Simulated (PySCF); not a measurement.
Gas-phase reaction: 5 CHF → HF + C₃H₄ (cyclic) + C₂F₄

Energies from PySCF, thermal terms from the rigid-rotor harmonic-oscillator model, ideal gas at 1 bar. † marks an energy on the PBE0/def2-TZVP geometry and frequencies; other levels use their own. MP2 and CCSD(T) freeze the core. 6-31G* has spherical d functions here. All species are closed-shell singlets. B3LYP is the form with VWN-RPA correlation. CHF: computed as isolated molecules; such fragments, hydroxides, amides, oligomers or adducts are transient or little studied in the gas. MP2 isn't extrapolated to the basis-set limit; its ΔH°(298 K) is -1511.8 kJ in def2-SVP and -1499.8 kJ in def2-TZVPP. CCSD(T) isn't extrapolated to the basis-set limit; its ΔH°(298 K) is -1381.0 kJ in def2-SVP and -1366.3 kJ in def2-TZVPP. The harmonic model lacks anharmonicity and excited electronic states, which grow with temperature; levels with a mode under 35 cm⁻¹ are left out.

```csv
level,"ΔE electronic, kJ","ΔH°(298 K), kJ","ΔS°(298 K), J/K","ΔG°(1400 K), kJ"
B3LYP/6-31G*,-1424,-1372,-400,-824
CCSD(T)/def2-SVP†,-1434,-1381,-401,-830
CCSD(T)/def2-TZVPP†,-1419,-1366,-401,-815
HF/def2-TZVP†,-1234,-1181,-401,-630
MP2/def2-TZVPP†,-1553,-1500,-401,-949
PBE/def2-SVP,-1557,-1506,-398,-961
PBE/def2-TZVP†,-1519,-1466,-401,-915
PBE0/def2-QZVP†,-1543,-1490,-401,-939
PBE0/def2-SVP†,-1576,-1523,-401,-972
PBE0/def2-TZVP,-1537,-1484,-401,-932
```
ΔH° is lowest at PBE0/def2-SVP† and highest at HF/def2-TZVP†. No reference value is set beside these.
